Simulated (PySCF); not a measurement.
# Static response to an electric field

1,2-dimethoxyethane, C4H10O2.
Structure used (GFN2-xTB), in Å, numbered top down from 1:
```xyz
16
C4H10O2 angstrom
C      2.7579   -0.0027   -0.0247
O      1.6018   -0.6669    0.4167
C      0.4500    0.1401    0.3615
C     -0.7270   -0.6865    0.8935
O     -1.9104    0.0518    1.0599
C     -2.5742    0.3800   -0.1363
H      3.5767   -0.7139    0.0612
H      2.9707    0.8791    0.5928
H      2.6602    0.3174   -1.0701
H      0.5738    1.0400    0.9844
H      0.2655    0.4625   -0.6759
H     -0.8906   -1.5471    0.2293
H     -0.4647   -1.0569    1.8870
H     -2.7399   -0.5110   -0.7538
H     -2.0231    1.1216   -0.7246
H     -3.5344    0.8016    0.1552
```

Level: PBE0/def2-SVPD (PySCF), static field, nuclei fixed, core orbitals frozen in the response. The polarisability tensor in these axes (au):

```
x   73.11 -1.64  0.39
y   -1.64 56.00 -1.41
z    0.39 -1.41 55.18
```

Question: Diagonalise the tensor; give its mean and Δα, where Δα² is half the sum of the squared differences of the eigenvalues.

Answer: Principal values 54.10, 56.91 and 73.28 au; mean 61.43 au = 9.10 Å³ = 10.13 × 10⁻⁴⁰ C²·m²/J; Δα = 17.94 au (29 % of the mean).

Question: What is the dipole moment, and where does it point?

Answer: (0.50, 0.86, -1.57) D, 1.86 D in size, pointing from the negative to the positive side. Measured along this direction, the outermost atoms are H13 at the negative end and H9 at the positive end.

Question: In a dilute gas of rigid molecules at 500 K, how does the orientational term μ²/3kT compare with the electronic polarisability?

Answer: In Gaussian units μ²/3kT = 16.63 Å³ against 9.10 Å³, a ratio of 1.83; the Debye molar polarisation (4π/3)N_A(α + μ²/3kT) is 64.9 cm³/mol, leaving out the vibrational part.

Question: Find the Langevin capture rate constant for NH4+ (18.034 u) meeting this molecule (90.068 u), k = 2.342 × 10⁻⁹ cm³/s × √(α in Å³ / reduced mass in u).

Answer: The reduced mass is 15.03 u, so k = 1.82 × 10⁻⁹ cm³/s. The formula leaves out the permanent dipole, which adds to the capture rate.

Question: Rayleigh depolarisation ratio (linearly polarised light, static tensor)?

Answer: ρ = 3Δα²/(45ᾱ² + 4Δα²) = 965.6/(169832 + 1287.5) = 0.00564.

Question: Traceless (Buckingham) quadrupole moment about the centre of nuclear charge: eigenvalues?

Answer: -4.61, -0.93, 5.54 D·Å. The values depend on the origin, since the dipole doesn't vanish. The electronic extent ⟨r²⟩ about the same centre is 889 bohr², a root-mean-square distance of 2.23 Å for the 50 electrons.

Question: Refractivity n − 1 of an ideal gas of it at 500 K and 1 atm, from the electronic α?

Answer: N = p/kT = 1.4678 × 10¹⁹ cm⁻³, so n − 1 = 2π × N × 9.10 × 10⁻²⁴ cm³ = 840 × 10⁻⁶ at long wavelengths, for an ideal gas.

One conformer (not necessarily the lowest) at the GFN2-xTB geometry, without solvent, vibrations or thermal averaging.

These values come from a run that also computed excited states. The run took 45 s on one thread, Arm Neoverse N1, on a shared host.
